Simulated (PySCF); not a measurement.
**He: ionisation energy**

He 1s2 (1S) → He⁺ 1s1 (2S), as a difference of total energies. All numbers are calculated (PySCF 2.14, the spin-free X2C one-electron Hamiltonian (Gaussian nucleus), in dyall-av3z). Correlated levels: valence: nothing frozen; virtual orbitals above 40 to 60 times the deepest correlated orbital energy dropped. The calculations carry no spin-orbit coupling.

```json
{"method": "UHF", "ionisation energy (eV)": "23.447", "error (eV)": "-1.140"}
{"method": "LDA", "ionisation energy (eV)": "24.303", "error (eV)": "-0.284"}
{"method": "PBE", "ionisation energy (eV)": "24.467", "error (eV)": "-0.120"}
{"method": "PBE0", "ionisation energy (eV)": "24.448", "error (eV)": "-0.139"}
{"method": "r2SCAN", "ionisation energy (eV)": "24.621", "error (eV)": "+0.034"}
{"method": "M06-2X", "ionisation energy (eV)": "24.715", "error (eV)": "+0.128"}
{"method": "r2SCANh", "ionisation energy (eV)": "24.605", "error (eV)": "+0.018"}
{"method": "wB97X-V", "ionisation energy (eV)": "24.730", "error (eV)": "+0.143"}
{"method": "revPBE", "ionisation energy (eV)": "24.629", "error (eV)": "+0.042"}
{"method": "MP2 (valence)", "ionisation energy (eV)": "24.377", "error (eV)": "-0.210"}
{"method": "SCS-MP2 (valence)", "ionisation energy (eV)": "24.563", "error (eV)": "-0.024"}
```

Reference: 24.587 eV (measured; NIST Atomic Spectra Database, ionization energies).

Errors of the correlated levels include the incompleteness of this basis.
